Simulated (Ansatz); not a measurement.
Energy needed to pull apart COSi, singlet, into free ground-state atoms, from the structure below (displaced at random from a GFN2-xTB minimum); no zero-point or spin–orbit terms; open-shell atoms are treated unrestricted, in their ground-state multiplicity.

```xyz
3
angstrom
C 0.4810 -0.6264 0.1678
Si 0.0554 1.2850 0.1629
O -0.5801 -0.5024 -0.3983
```

Ansatz 0.2.0; basis: def2-TZVPP; cores frozen in the correlated methods. B3LYP uses VWN-RPA correlation.

```csv
method,atomization energy (kJ/mol)
PBE-D4,?
r2SCAN-D4,?
PBE0-D4,1063
B3LYP-D4,1061
CAM-B3LYP-D4,1052
wB97M-V,1083
HF,546
MP2,1073
CCSD,966
CCSD(T),1019
```

Problem. What does PBE-D4 give? (An estimate is asked for; the value comes from the calculation.)

Solution. By the calculation: 1149 kJ/mol, which is about 130 kJ/mol more than CCSD(T)/def2-TZVPP.

Problem. What does r2SCAN-D4 give? (An estimate is asked for; the value comes from the calculation.)

Solution. By the calculation: 1064 kJ/mol, which is about 46 kJ/mol more than CCSD(T)/def2-TZVPP.

In triple zeta the MP2 and coupled-cluster atomization energies are still short of their basis limit by a few kcal/mol a bond, whereas those of the functionals are nearly converged, so these differences are not deviations from converged CCSD(T).

The T1 diagnostic stays at or below 0.026. The T1 diagnostic is large here, which may signal multireference character or strong orbital relaxation, so CCSD(T) is less sure. The restricted Hartree–Fock reference is unstable towards an unrestricted one here.

For scale, one of the runs: CCSD(T)/def2-TZVPP forces, 104 basis functions (an equivalent command: `ansatz run in.yaml --threads 4`). The run took about 7 s on 4 CPU threads (shared host).
